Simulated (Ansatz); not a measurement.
Na3. The state is a doublet with charge 0. Geometry PBE0/def2-TZVPD, that of the charge -1 singlet; atoms count from 1.

```xyz
3

Na   -0.0007   -0.0006    0.0011
Na   -1.0623   -2.6300   -1.9368
Na    1.0630    2.6306    1.9357
```

The structure comes from a short search, and lower isomers may exist.

(1) Estimate the Mulliken populations from the PBE0/def2-TZVPD orbitals of Ansatz.

(2) Where does the spin sit?

(3) And the Mayer bond orders between bonded heavy atoms (over 0.3)?

Answers

(1) 
```
atom  charge (e)  spin (α − β)
 Na1        0.01         -0.19
 Na2       -0.01          0.59
 Na3       -0.01          0.59
```
Mulliken values and Mayer orders depend strongly on the basis. With diffuse functions, as here, like atoms can get unlike values, and bond orders can come out too low or too high.

(2) Summed by element: Na 1.00, of 1 unpaired in all. Largest on single atoms: Na3 0.59, Na2 0.59, Na1 -0.19.

(3) Na1–Na2 0.54 (3.43 Å); Na1–Na3 0.54 (3.43 Å).
